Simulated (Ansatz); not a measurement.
Two shapes of singlet C2H2O2.

Shape 1:

```xyz
6

C     0.0000    0.0244   -0.7597
C     0.0000   -0.0244    0.7597
O     0.0000    1.0643   -1.3573
O     0.0000   -1.0643    1.3573
H     0.0000   -0.9801   -1.2524
H     0.0000    0.9801    1.2524
```

Shape 2:

```xyz
6

C     0.0000    0.0224   -0.6989
C     0.0000   -0.0224    0.6989
O     0.0000    0.9791   -1.2487
O     0.0000   -0.9791    1.2487
H     0.0000   -0.9017   -1.1522
H     0.0000    0.9017    1.1522
```

Basis set: 6-31G* (spherical functions). Correlated methods keep 4 orbitals frozen. Charge 0, multiplicity 1.

Computed with Ansatz (development build ahead of 0.2.0); each method stands on the lowest determinant of its kind that the runs found.

**Question.** Which shape is lower in energy, and by how much in each method?

**Answer.**

| method | E(2) − E(1) (eV) |
| --- | --- |
| RHF | 1.332 |
| RHF-MP2 | 2.160 |

Shape 1 is lower. Caution: no unrestricted run beside it, a lower state can exist.
